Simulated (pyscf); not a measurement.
This saddle point was located with ωB97X-D3(BJ)/def2-SVP in PySCF.

```xyz
8

O     -1.7313    -0.5301     0.5304
Zn     0.0893    -0.2047     0.2839
O      1.5384     0.3430    -0.6163
H     -2.4672    -0.1548     0.0358
H      1.3529     0.5910    -1.5282
Se    -0.0022    -1.0468     2.7611
H     -1.3452    -0.8445     1.9731
H      0.0015     0.3235     3.2840
```

Surface: singlet, charge 0. Lowest wavenumbers (cm⁻¹): 394i, 111, 124, 154, 189.

Question: Name the species on either side of this saddle.

Answer: HO–Zn–OH + H₂Se ⇌ water (H₂O) + HO–Zn–SeH, a four-centre exchange read from left to right: O–Zn, H–Se broken and H–O, Se–Zn formed. At ωB97M-D3(BJ)/def2-TZVP it lies -2.6 kcal/mol from the left side and +15.3 kcal/mol from the right (each side as separated species at their lowest minima found). On the reactant side the descent ends in an adduct with a Se–Zn contact, 11.0 kcal/mol under the separated species and 4.5 kcal/mol under the saddle at ωB97X-D3(BJ)/def2-TZVP. On the product side the descent ends in an adduct with a O–Zn contact (not fully relaxed), 11.6 kcal/mol under the separated species and 25.8 kcal/mol under the saddle at ωB97X-D3(BJ)/def2-TZVP. At ωB97M-D3(BJ) the saddle lies under the separated reactants, which points to a path from their complex (located at ωB97X-D3(BJ) alone). What is counted as formed (Se–Zn) is already present as a longer contact in the reactant adduct; forming that adduct is a step of its own. What is counted as broken (O–Zn) persists as a longer contact in the product adduct; parting that adduct is a step of its own. At ωB97X-D3(BJ)/def2-TZVP the barrier from the zero used here is -6.5 kcal/mol. One saddle was located; it need not be the lowest between these sides. Elements up to Kr have no core potential and no relativistic terms here.
